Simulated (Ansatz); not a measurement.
# Other spins and charges of H2Si–AsH2, doublet at one geometry

Geometry (PBE0/def2-TZVP stationary point for this spin, not checked as a minimum):

```yaml
atoms:
  - { symbol: Si, position_ang: [-0.1246, 0.0000, 1.6820] }
  - { symbol: As, position_ang: [0.0578, 0.0000, -0.6674] }
  - { symbol: H, position_ang: [0.5618, -1.2100, 2.2225] }
  - { symbol: H, position_ang: [0.5618, 1.2100, 2.2225] }
  - { symbol: H, position_ang: [-0.9728, -1.1040, -0.8506] }
  - { symbol: H, position_ang: [-0.9728, 1.1040, -0.8506] }
```

Basis cc-pVTZ; Ansatz 0.2.0. Correlated methods freeze the noble-gas cores and the filled d shells of p-block atoms. R marks a restricted (for open shells ROHF) determinant, U an unrestricted one. No spin–orbit coupling is included, and no scalar relativity.

Gaps are energies of the second state less the first, at fixed atoms, for a selection of the levels run; each method lands on the state that its own search finds for that charge and spin.

Unrestricted rows (U, and Kohn–Sham where it breaks symmetry) aren't spin-pure: their determinants' ⟨S²⟩ exceeds S(S+1) by up to 0.38, so they mix in states of higher spin. A value is left out where its run failed or describes another state than the reference as far as symmetry and spin tell, or, spin-broken singlets apart, can't be checked.

Quartet less doublet: 5.937 eV at UCCSDT(Q).

| level | gap (eV) | error (meV) |
| --- | --- | --- |
| UHF | 5.381 | -556 |
| UMP2 | 5.975 | 38 |
| UCCSD | 5.921 | -16 |
| UCCSD(T) | 5.949 | 12 |
| BCCD(T) | 5.954 | 17 |
| UCCSDT | 5.936 | -1 |
| B2PLYP | 5.996 | 59 |

Problem. PBE gives 7.923 eV for removing an electron, to the singlet. Estimate what UCCSDT(Q) gives in cc-pVTZ.

Solution. UCCSDT(Q) in cc-pVTZ gives 7.914 eV, so against it PBE is off by 0.009 eV.

```csv
level,gap (eV),error (meV),⟨S²⟩ where 0.1 over S(S+1) (first / second)
UHF,7.734,-180,– / 0.38
UMP2,8.211,297,– / 0.38
UCCSD,7.982,68,– / 0.38
UCCSD(T),7.949,35,– / 0.38
UCCSDT,7.926,12,– / 0.38
r2SCAN,8.139,225,– / –
PBE0,8.088,174,– / –
wB97M-V,7.941,27,– / –
RPA-PBE,8.126,212,– / –
```

Removing an electron, to the triplet: 9.828 eV at UCCSDT(Q).

```json
{"level": "UMP2", "gap (eV)": "9.779", "error (meV)": "-49"}
{"level": "UCCSD", "gap (eV)": "9.763", "error (meV)": "-65"}
{"level": "UCCSD(T)", "gap (eV)": "9.826", "error (meV)": "-2"}
{"level": "BCCD(T)", "gap (eV)": "9.831", "error (meV)": "3"}
{"level": "UCCSDT", "gap (eV)": "9.823", "error (meV)": "-5"}
{"level": "PBE", "gap (eV)": "9.830", "error (meV)": "2"}
{"level": "r2SCAN", "gap (eV)": "9.861", "error (meV)": "33"}
{"level": "PBE0", "gap (eV)": "9.846", "error (meV)": "18"}
{"level": "B3LYP", "gap (eV)": "9.930", "error (meV)": "102"}
{"level": "wB97M-V", "gap (eV)": "9.837", "error (meV)": "9"}
```

Functionals correlate the shells that the reference freezes, so part of their error here is the reference's.

Full CI isn't at hand for all of this; UCCSDT(Q) serves as the reference, and is uncertain by about the last step of the cluster series. The frozen core follows each run's orbitals, which can shift R against U totals by a few meV for light atoms and by up to 0.1 eV past Ca.
